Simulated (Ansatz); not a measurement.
C5H8 can be A, `C=C1CCC1`, or B, `C=CC1CC1`.

Computed with Ansatz on PBE0-D4/def2-TZVP structures; ΔE is electronic, products minus reactants. CBS: MP2 limit from def2 TZ/QZ plus the TZ coupled-cluster correction, frozen cores. Functionals use def2-TZVPP. One conformer a species, not always the lowest.

A:

```xyz
13

C    -1.1828    1.2190    1.0302
C    -0.4521    0.4483    0.2440
C     0.9122    0.5920   -0.3899
C     0.9615   -0.9517   -0.4934
C    -0.5598   -0.9890   -0.2102
H    -0.8636    2.2226    1.2905
H    -2.1231    0.8723    1.4452
H     1.6872    1.0928    0.1932
H     0.8573    1.0658   -1.3750
H     1.5360   -1.3939    0.3216
H     1.3019   -1.3762   -1.4381
H    -0.9304   -1.7183    0.5125
H    -1.1443   -1.0838   -1.1305
```

B:

```xyz
13

C     1.037   -1.666    1.130
C     0.819   -0.665    0.285
C    -0.451    0.052    0.133
C    -0.435    1.526   -0.181
C    -0.859    0.554   -1.227
H     2.003   -2.153    1.191
H     0.256   -2.031    1.788
H     1.630   -0.328   -0.359
H    -1.253   -0.291    0.778
H     0.534    1.999   -0.286
H    -1.190    2.146    0.286
H    -0.182    0.360   -2.050
H    -1.909    0.499   -1.488
```

Question: Which isomer does CCSD(T)/CBS put lower? Give the gap. (An estimate is asked.)

Answer: The calculation gave: A, by 3.4 kJ/mol.

Question: Give E(B) − E(A) in kJ/mol with MP2/def2-TZVPP, CCSD(T)/def2-TZVPP, B2PLYP, CCSD/def2-TZVPP, ωB97M-V, BLYP-D4, PBE0-D4. (Best estimate.)

Answer: Ansatz gave: MP2/def2-TZVPP -0.2, CCSD(T)/def2-TZVPP 3.8, B2PLYP -0.1, CCSD/def2-TZVPP 3.9, ωB97M-V 4.0, BLYP-D4 1.8, PBE0-D4 4.2. None reverses the order clearly.

Question: Does the order hold for the free energy at 298.15 K (harmonic terms from PBE0-D4)? (Estimate.)

Answer: Computed: Yes: G(B) − G(A) = +2.0 kJ/mol, for one conformer each.

Largest T1 diagnostic: 0.010.

Leaving LDA and LC-ωPBE aside and taking each functional with its dispersion term where it has one, the values, not all of them listed here, spread over 8.5 kJ/mol, from r2SCAN-D4 to revPBE-D4. LDA lies +3.2 kJ/mol from PBE without D4.
